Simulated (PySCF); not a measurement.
Problem. Give a PBE0-D3(BJ)/def2-TZVP geometry of InChI=1S/C5H11F/c1-4-5(2,3)6/h4H2,1-3H3.

Solution. 
Z-matrix in Å and degrees, rows numbered from 1:
```
C 
C   1  1.5183
C   2  1.5230  1  114.94
C   3  1.5139  2  113.34  1    56.72
C   3  1.5139  2  111.05  1  -176.62
F   3  1.4069  2  107.01  1   -60.69
H   1  1.0921  2  112.02  3   -67.48
H   1  1.0918  2  110.52  3   172.89
H   1  1.0915  2  110.80  3    53.33
H   2  1.0946  1  109.66  3  -120.81
H   2  1.0950  1  110.30  3   122.29
H   4  1.0902  3  110.95  2   -60.44
H   4  1.0913  3  110.09  2   179.57
H   4  1.0927  3  110.38  2    59.92
H   5  1.0919  3  110.55  2   -63.88
H   5  1.0916  3  110.30  2    56.17
H   5  1.0915  3  110.31  2   176.10
```

Of the pairs four or more bonds apart, C1···H12 is among the closest relative to their van der Waals radii: 2.74 Å, 95 % of the sum of Bondi's values.

Computed with PBE0-D3(BJ)/def2-TZVP geometry optimisation, gas phase in PySCF 2.14.0.

Point group: C1 (no symmetry element, even within 0.4 Å). Stationary, but not proved a minimum. The numbers are those of one conformer (C1–C2–C3–C4 57°).
